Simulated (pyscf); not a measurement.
HCl + Cl–Sn:–Cl [singlet] -> Cl–Sn:–Cl [singlet] + HCl (four-centre exchange; singlet surface; Cl–H, Cl–Sn broken, Cl–Sn, Cl–H formed). Optimised with ωB97X-D3(BJ)/def2-SVP in PySCF. Correlated levels are frozen-core, on RHF or UHF. ΔMP2 is the change of the MP2 total energy from the triple- to the quadruple-zeta basis. Energies in kcal/mol from the separated reactants.

```json
[
 {"level": "ωB97X-D3(BJ)/def2-TZVP", "barrier": "-2.5", "reaction energy": "0.0"},
 {"level": "PBE/def2-TZVP", "barrier": "-5.4", "reaction energy": "0.0"},
 {"level": "r²SCAN/def2-TZVP", "barrier": "-5.3", "reaction energy": "0.0"},
 {"level": "B3LYP-D3(BJ)/def2-TZVP", "barrier": "___", "reaction energy": "0.0"},
 {"level": "PBE0-D3(BJ)/def2-TZVP", "barrier": "-4.5", "reaction energy": "0.0"},
 {"level": "HF/def2-TZVP", "barrier": "15.4", "reaction energy": "0.0"},
 {"level": "CCSD(T)/def2-TZVPP + ΔMP2(QZVPP)", "barrier": "___", "reaction energy": "0.0"}
]
```

Q: Fill in the missing entries.

A: 
- B3LYP-D3(BJ)/def2-TZVP, barrier: -2.7
- CCSD(T)/def2-TZVPP + ΔMP2(QZVPP), barrier: 0.2

On the reactant side the descent ends in a bound adduct, 8.4 kcal/mol under the separated species and 5.9 kcal/mol under the saddle at ωB97X-D3(BJ)/def2-TZVP. On the product side the descent ends in a bound adduct, 8.4 kcal/mol under the separated species and 5.9 kcal/mol under the saddle at ωB97X-D3(BJ)/def2-TZVP. At ωB97X-D3(BJ)/def2-TZVP, PBE, r²SCAN, B3LYP-D3(BJ), PBE0-D3(BJ) the saddle lies under the separated reactants, which points to a path from their complex (located at ωB97X-D3(BJ) alone). At ωB97X-D3(BJ)/def2-TZVP, PBE, r²SCAN, B3LYP-D3(BJ), PBE0-D3(BJ) the saddle lies under the separated products, which points to a path from their complex (located at ωB97X-D3(BJ) alone). One saddle was located; it need not be the lowest between these sides. The CCSD(T) − MP2 part came from Ansatz, without density fitting, on the same reference. The frozen core leaves the outer d or s,p core shells of the metals and heavy elements correlated in the MP2 and CC values, and def2-TZVPP describes them poorly, which can shift differences by a few kcal/mol. Elements past Kr carry the def2 core potentials, without spin-orbit coupling.
